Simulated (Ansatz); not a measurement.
Two shapes of triplet C3H6.

Shape 1:

```xyz
9

C    -0.8087   -0.2770   -0.0788
C     0.1797    0.7165    0.4435
C     0.6510   -0.4592   -0.3522
H    -1.4477    0.0244   -0.9004
H    -1.2853   -0.9464    0.6277
H     0.3801    0.7259    1.5082
H     0.2135    1.6956   -0.0190
H     1.0067   -0.2871   -1.3612
H     1.1758   -1.2505    0.1700
```

Shape 2:

```xyz
9

C    -0.6446    0.5367   -0.2142
C     0.7425    0.0161   -0.4448
C    -0.0979   -0.5527    0.6590
H    -1.4210    0.2770   -0.9391
H    -0.7565    1.5359    0.2155
H     1.5863    0.6566   -0.1741
H     0.9218   -0.6023   -1.3287
H    -0.4975   -1.5631    0.5358
H     0.1670   -0.3041    1.6904
```

Basis set: def2-SVP (spherical functions). Correlated methods keep 3 orbitals frozen. Charge 0, multiplicity 3.

Computed with Ansatz (development build ahead of 0.2.0); each method stands on the lowest determinant of its kind that the runs found.

Task: Which shape is lower in energy, and by how much in each method?

Result:

| method | E(2) − E(1) (eV) |
| --- | --- |
| UHF | -0.035 |
| UHF-MP2 | -0.061 |

Shape 2 is lower. Caution: another spin multiplicity may lie lower; the determinant breaks the point group.
